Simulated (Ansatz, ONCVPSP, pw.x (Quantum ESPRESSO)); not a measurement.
**Equation-of-state test of one ONCV potential (germanium)**

```json
{"Element": "germanium (Ge)", "Generator": "ONCVPSP 4.0.1.1 (patched build)", "Type": "optimised norm-conserving Vanderbilt (ONCV)", "Functional": "PBE", "Relativity": "scalar-relativistic", "Frozen core": "[Ar] 3d10", "Valence charge": "4", "Reference configuration": "4s2 4p2", "Partial waves": "4s: rc 1.55 bohr, ncon 4, nbas 8, qcut 4.3 1/bohr, 2 projectors, debl 2.7 Ha; 4p: rc 2.45 bohr, ncon 4, nbas 8, qcut 4.1 1/bohr, 3 projectors, debl 2.5 Ha; d scattering state at 0.2 Ha: rc 2.10 bohr, ncon 3, nbas 6, qcut 4.5 1/bohr, 1 projector", "Local potential": "polynomial inside 1.00 bohr (lpopt 5, dvloc0 0 Ha)", "Core correction": "none"}
```

Atomic tests: cutoffs needed: 8.6 Ha and 17 Ha (the cutoffs (Ha) at which the residual kinetic energy of the hardest occupied pseudo-wave falls to 1 and 0.1 mHa per electron); ghost test: no bound ghost flagged; GHOST(+) flagged for s at 5.9 eV, p at 211.0 eV; largest excitation error: +48 meV (all-electron minus pseudo) for 4s1 4p0, out of 4 test configurations.

Crystal test: diamond Ge in pw.x 7.5, no spin, 8³ k-points, Fermi–Dirac smearing 0.01 Ry, cutoffs 40/160 Ry. The reference is all-electron LAPW (Ansatz 0.2.0) with the same functional, mesh and smearing; V0 and B0 come from Birch–Murnaghan fits to the pressures at five volumes. Errors are pseudo minus all-electron; Δ is the rms difference of the E(V) curves that follow from these fits, minima aligned, over ±6 % about the mean V0. Mesh and smearing are coarse, so the numbers serve the comparison and aren't converged zero-temperature values; the lattice is a test structure that the element need not adopt.

```tsv
V (Å³/atom)	P all-electron (GPa)	P pseudo (GPa)
22.753	3.34	3.61
23.352	1.55	1.82
23.951	0.00	0.25
24.550	-1.34	-1.11
25.149	-2.50	-2.29
```

All-electron: a0 = 5.765 Å (V0 = 23.95 Å³/atom), B0 = 57.6 GPa.

Pseudopotential: mean pressure error (GPa): +0.25; a0 (Å): 5.773; a0 error (%): +0.14; B0 error (%): -0.9; Δ (meV/atom): 1.3. The generator flags a localised state at positive energy (s at 6 eV).

Task: At the middle volume, how do free energy and pressure move when the wave cutoff is lowered (ecutrho kept at four times it)?

Result:

```
cutoff (Ry)  shift of F (meV/atom)  shift of P (GPa)
         18                  +31.3             -0.96
         24                   +7.6             +0.09
         32                   +4.7             +0.00
```

The run at the middle volume (29 k-points, 7 iterations) took about 8 s on one core of a shared host (Neoverse-N1, 64 threads, 124 GiB, load 57).
